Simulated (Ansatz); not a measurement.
For wurtzite ZnO, LDA in Ansatz (PAW) gives:

| Property | Value |
|---|---|
| lattice constant a | 3.187 Å |
| lattice parameter c | 5.152 Å |
| cohesive energy | 4.53 eV/atom |

**Question.** What does PBE0 in Ansatz (PAW) give for the same quantities?

**Answer.** 
- lattice constant a: 3.248 Å (grows by 1.9 %)
- lattice parameter c: 5.220 Å (grows by 1.3 %)
- cohesive energy: 3.49 eV/atom (falls by 1.04 eV/atom)

For comparison: lattice constant a 3.248 Å (measured, 4 K, no zero-point or thermal correction; as tabulated in arXiv:1206.3780); lattice parameter c 5.204 Å (measured, 4 K, not corrected to a static lattice; as tabulated in arXiv:1206.3780); cohesive energy 3.8 ± 0.03 eV/atom (derived here from tabulated measurements, copied from a table, unchecked, brought to a static lattice with a Debye model, atoms in their spin–orbit ground levels; inputs from the CRC Handbook).

Changes are worked out from the printed values.

Unless a cell is named, each level is at its own relaxed cell (LDA 11.33, PBE0 11.92 Å³/atom).

Ansatz's density-functional and Hartree–Fock values are scalar-relativistic unless marked +SOC, with PAW data made under PBE.

Ansatz is a program for electronic structure.
